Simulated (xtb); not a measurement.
BeH, SMILES [BeH+], charge +1. All values are semi-empirical tight-binding results from xtb (GFN2-xTB unless named), good for trends rather than for accurate numbers. The structure is a stationary point at GFN2-xTB. The spin state was assumed, not searched.

For metal compounds this method's bond lengths and energies can be far off.

| Item | Value |
|---|---|
| point group as xtb finds it | C∞v |
| orbital gap | 3.87 eV |

Computed IR lines (harmonic; lines under 4 % of the strongest left out, lines within 3 cm⁻¹ merged):
ν (cm⁻¹): 1451 (vs) (against the strongest line: vs over 80 %, s over 45 %, m over 15 %, w over 4 %, vw less)
